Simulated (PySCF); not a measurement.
A structure optimised at PBE-D3(BJ)/def2-TZVP, used in a PySCF frequency run:

```xyz
7

C      0.0000     0.0000     1.3079
C      0.0000     0.0000     0.0000
C      0.0000     0.0000    -1.3079
H      0.6599    -0.6599     1.8761
H     -0.6599     0.6599     1.8761
H      0.6599     0.6599    -1.8761
H     -0.6599    -0.6599    -1.8761
```
Charge 0, spin multiplicity 1.

Write its SMILES, formula and point group.

C=C=C, C3H4, D2d

What are its rotational constants (standard atomic weights)?

143.91, 8.8599, 8.8599 GHz
